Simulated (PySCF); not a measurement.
C4H7O2 (charge -1).
Structure used (GFN2-xTB), in Å, numbered top down from 1:
```xyz
13
C4H7O2 angstrom
C      2.5538    0.1913   -0.1239
C      1.3315    0.4555   -0.6282
O      0.9042    1.4236   -1.2883
O      0.3791   -0.6285   -0.3191
C     -0.9264   -0.3865   -0.7232
C     -1.8704   -0.1648    0.4640
H      3.3677    0.8799   -0.2753
H      2.7455   -0.7118    0.4288
H     -0.9195    0.5148   -1.3607
H     -1.2830   -1.2460   -1.3183
H     -2.8881    0.0073    0.1122
H     -1.5376    0.7000    1.0330
H     -1.8613   -1.0343    1.1201
```

Structure optimised with GFN2-xTB, isolated species.

Masses are those of the commonest isotopes; rigid-rotor values at the optimised geometry. The values belong to one conformer with, in the numbering `[CH2:1]=[C:2]([O-:3])[O:4][CH2:5][CH3:6]`, C1–C2–O4–C5 176°, C2–O4–C5–C6 -111°.

(1) What are A, B and C (MHz)?

(2) What kind of rotor is it?

(3) Is it planar, by Δ = Ic − Ia − Ib?

(4) Estimate the classical rotational partition function at 25 K, 200 K and 500 K.

Results:

(1) Ia = 64.85, Ib = 221.00, Ic = 253.91 u·Å²; 505379 MHz·u·Å²/I gives A = 7793, B = 2287, C = 1990 MHz.

(2) An asymmetric top. Ray's parameter κ = (2B − A − C)/(A − C) = -0.898; −1 is the prolate and +1 the oblate limit.

(3) Not planar: Δ = Ic − Ia − Ib = -31.94 u·Å². For a rigid frame Δ = −2 Σ m c², so Σ m c² = 15.97 u·Å² lies off the ab plane: 5.77 from hydrogen and 10.20 from heavier atoms. The atom farthest from that plane is 1.53 Å away.

(4) Point group C1, symmetry number σ = 1; q = (√π/σ)·√((kT/h)³/(ABC)), k/h = 20836.6 MHz/K: 3540 at 25 K, 80100 at 200 K, 316000 at 500 K.

Stationary, but not proved a minimum. Zero-point vibration and centrifugal distortion are left out.

The numbers are calculated, not measured.
